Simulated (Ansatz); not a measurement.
# One elementary step

Start structure (SiNH₇O, singlet), relaxed at PBE0-D4/def2-TZVP:

Si1  (-0.231, -0.185, 0.396)
H2  (1.115, -0.726, 0.072)
H3  (-1.226, -0.793, -0.530)
H4  (-0.275, 1.292, 0.244)
N5  (-0.491, -0.508, 2.073)
H6  (1.473, 0.266, -2.451)
O7  (0.580, 0.618, -2.456)
H8  (-1.279, -0.083, 2.537)
H9  (-0.347, -1.443, 2.421)
H10  (0.680, 1.561, -2.306)
(Å)

The step: SiNH₅ ([NH2][SiH3]) + H₂O → SiNH₅O ([NH2][SiH2][OH]) + H₂; bonds formed: Si1–O7, H2–H6; bonds broken: Si1–H2, H6–O7. Computed with Ansatz 0.2.0 (basis: def2-TZVPP and def2-QZVPP); correlated methods freeze the cores. Extrapolation: Hartree–Fock as exp(−7.88 √X), correlation as X^−2.97. Energies below are by CCSD(T) at an estimated basis limit (MP2 extrapolated from triple and quadruple zeta, plus CCSD(T) − MP2 in triple zeta).

Task: What are the electronic barrier and the energy of the step, from the start structure to the end structure? (To be estimated.)

Result: By the calculation: Barrier 33.93 kcal/mol; step energy -20.26 kcal/mol (downhill); reverse barrier, their difference, 54.19 kcal/mol. Barrier and step energy count from the start structure, the reverse barrier from the end structure.

The saddle point: One imaginary mode of 1077i cm⁻¹.
```csv
pair,start (Å),saddle (Å),end (Å)
Si1–O7,3.07,1.87,1.65
H2–H6,2.73,1.18,0.75
Si1–H2,1.49,1.75,3.92
H6–O7,0.96,1.11,2.69
```

Zero-point energy (harmonic, PBE0-D4): ZPE is 46.05 kcal/mol at the start and 45.66 kcal/mol at the saddle, so the barrier goes from 33.93 to 33.54 kcal/mol.

No T1 diagnostic of these runs exceeds 0.012.

Labels in which every atom is bracketed show which atoms are joined, not bond orders.

For scale, one of the runs: CCSD(T)/def2-TZVPP, 202 basis functions, launched by `ansatz run in.yaml --threads 2 --pin off --events-out ev --progress --plain --max-ram 4352MiB`. Time: 62 s of wall clock on 2 CPU threads of an Arm Neoverse V2; the host was shared. Peak host memory: 2.5 GiB.
